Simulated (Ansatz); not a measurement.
A made-up structure of SiHS₂, doublet:

```
4
angstrom
Si 0.5344 -0.0594 -0.4634
S -0.1236 1.3227 0.4969
S -1.2300 -0.4389 -0.5533
H 0.8192 -0.8244 0.5198
```

It is relaxed with PBE-D4/def2-SVP and then PBE0-D4/def2-TZVP (Ansatz 0.2.0). Atoms count as bonded within 1.22 times the sum of their covalent radii (H–H: 0.88 Å). The end point is not checked to be a true minimum.

Task: Does its bonding change? (Judge from chemistry; the calculation decides.)

Result: By the calculation: No: no bond forms or breaks.

Where it ends: The first stage lowers the energy by 4.13 eV in 4 steps. It ends as SiHS₂ ([SiH]1[S][S]1):
Si1  (0.640, -0.163, -0.400)
S2  (-0.428, 1.460, 0.396)
S3  (-1.453, -0.171, -0.576)
H4  (1.242, -1.126, 0.580)
(Å)

Labels in which every atom is bracketed show which atoms are joined, not bond orders.

For scale, one of the runs: PBE0-D4/def2-TZVP relaxation, 117 basis functions, launched by `ansatz run in.yaml --threads 2 --pin off --events-out ev --progress --plain --max-ram 4352MiB`. Hardware: 2 CPU threads of an Arm Neoverse V1, shared host. Wall time about 19 s.
